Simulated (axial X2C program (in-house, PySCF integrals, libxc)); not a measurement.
Spectroscopic constants of SF⁻

Calculated with an axial X2C code built on PySCF integrals. Spin-free means the one-electron spin-free X2C Hamiltonian; two-component (2c) means X2C with spin–orbit coupling and atomic mean-field two-electron Coulomb and Gaunt terms, so the difference of the two also holds small scalar two-electron terms. Basis: S dyall-av3z [9s8p3d2f], F dyall-av3z [7s6p3d2f] (cores contracted in-house); Gaussian nuclei, density fitting, unrestricted open shells. Masses: S 31.972 u, F 18.998 u.

State, spin-free: M_S = 0, Λ = 0 (closed shell); electrons by block: σα: 7, σβ: 7, π+α: 3, π+β: 3, π-α: 3, π-β: 3. Fragments: S + F-.

State, 2c: Ω = 0 (closed shell); electrons by block: 1/2: 10, -1/2: 10, 3/2: 3, -3/2: 3. Fragments: S + F-.

```tsv
Hamiltonian	level	Re (Å)	ωe (cm⁻¹)	ωexe (cm⁻¹)	Be (cm⁻¹)	De (eV)	D0 (eV)	k (mdyn/Å)	μ (D)
spin-free	PBE0	1.718	663.7	3.94	0.4791	2.54	2.50	3.09	1.32
spin-free	HF	1.689	707.0	4.49	0.4961	1.44	1.40	3.51	1.10
spin-free	MP2	1.729	657.8	3.46	0.473	2.29	2.25	3.04	n/a
spin-free	PW91	1.752	612.4	3.85	0.461	2.65	2.61	2.63	1.34
2c	PBE0	1.719	663.4	3.94	0.4789	2.54	2.50	3.09	1.32
2c	HF	1.689	706.5	4.49	0.496	1.44	1.39	3.51	1.10
2c	MP2	1.730	657.4	3.46	0.4729	2.26	2.22	3.03	n/a
2c	PW91	1.752	612.0	3.85	0.4609	2.65	2.61	2.63	1.34
```

Correlated methods: 14 electrons correlated (number of frozen shells: S 2 s, 1 p; F 1 s), 194 virtual spin orbitals or spinors in MP2.

Dipoles are positive if F is the positive end and refer to the centre of mass.

The state is a single determinant with fixed occupations, the lowest that a limited PBE0 search found. The closed shell is kept restricted, so the energy runs too high when the bond is stretched far. De is counted from the lowest determinant-based energies of the atoms at the same level, without counterpoise correction. The 2c atoms are single determinants rather than J levels; their spin–orbit lowering is only partly caught, and De is too large by that part. This holds for PBE0, PW91. Without a current term, density functionals place determinants with orbital angular momentum somewhat too high. The highest occupied level of some functionals is positive through self-interaction error; at Hartree–Fock it is bound. Hartree–Fock gets electron affinities wrong, so its lowest charge split need not be the true one.

No reliable constants came from CCSD (2c), CCSD (spin-free), CCSD(T) (2c), CCSD(T) (spin-free): no minimum in range, unconverged points, a curve that is not smooth, a change of character along it, or the two Hamiltonians disagreeing along it.

Rough cost a point (2c) on 1 thread(s) of a shared host, integrals apart: PBE0 0.13 s, HF 0.06 s, PW91 0.12 s.

The whole task took 83 s on 1 thread of Arm Neoverse V2, on a shared host.
